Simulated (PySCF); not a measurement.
How the method moves the adiabatic energies of losing or gaining an electron of ammonia

Structure: `N` (NH3).

All levels share the PBE0-D3(BJ)/def2-SVP structures and the PBE0-D3(BJ)/def2-SVP thermal terms; only the single-point energies (PySCF) change. Values are adiabatic energies of losing or gaining an electron (0 K, eV).

| level | ionisation energy to the radical cation | abs. error | time |
| --- | --- | --- | --- |
| HF/aug-cc-pVTZ | 8.56 | 1.62 | 0.91 s |
| CCSD(T)/aug-cc-pVTZ | 10.10 | 0.09 | 3 min |
| B3LYP-D3(BJ)/ma-def2-TZVP | 10.14 | 0.05 | – |
| MP2/aug-cc-pVTZ | 10.19 | 0.01 | 7.6 s |
| ATcT 1.112 | 10.19 |  |  |

Times are wall times for all single points of a level on 1 thread of Arm Neoverse V2, a shared host; the dash marks the run that also made the structures.

Hartree-Fock leaves out electron correlation, so its ionisation energies and electron affinities from energy differences come out too low, often by 1 eV or more.

The spread: 1.63 eV, from 8.56 to 10.19.

---

## `C[S]` (CH3S•): adiabatic energies of losing or gaining an electron at several levels

The parent is a doublet.

All levels share the PBE0-D3(BJ)/ma-def2-SVP structures and the PBE0-D3(BJ)/ma-def2-SVP thermal terms; only the single-point energies (PySCF) change. Values are adiabatic energies of losing or gaining an electron (0 K, eV).

```tsv
level	electron affinity to the singlet anion	time
HF/ma-def2-TZVP	0.59	5.5 s
CCSD(T)/ma-def2-TZVP	1.65	9.4 min
MP2/ma-def2-TZVP	1.75	20 s
ωB97X-D3(BJ)/ma-def2-TZVP	1.82	–
```

Times are wall times for all single points of a level on 1 thread of Arm Neoverse V1, a shared host; the dash marks the run that also made the structures.

Hartree-Fock leaves out electron correlation, so its ionisation energies and electron affinities from energy differences come out too low, often by 1 eV or more.

The spread: 1.22 eV, from 0.59 to 1.82.

Differences come from unrounded values, so a last digit can differ from that of the printed terms.

---

Level of theory and adiabatic energies of losing or gaining an electron: [BH3]-•

The parent is a doublet.

All levels share the PBE0-D3(BJ)/ma-def2-SVP structures and the PBE0-D3(BJ)/ma-def2-SVP thermal terms; only the single-point energies (PySCF) change. Values are adiabatic energies of losing or gaining an electron (0 K, eV).

```
                    level  detachment energy to the singlet neutral     time
           HF/aug-cc-pVTZ                                     -0.64    1.8 s
          MP2/aug-cc-pVTZ                                     -0.09     13 s
ωB97X-D3(BJ)/ma-def2-TZVP                                      0.00        –
      CCSD(T)/aug-cc-pVTZ                                      0.00  5.3 min
```

Times are wall times for all single points of a level on 1 thread of Arm Neoverse V1, a shared host; the dash marks the run that also made the structures.

Hartree-Fock leaves out electron correlation, so its ionisation energies and electron affinities from energy differences come out too low, often by 1 eV or more.

At HF/aug-cc-pVTZ a relaxed species lies above the same state at the other structure, so the structures fit that level poorly.

The spread: 0.64 eV, from -0.64 to 0.00.

Note: the parent anion holds its electron weakly or not at all, so the values hang on the basis.
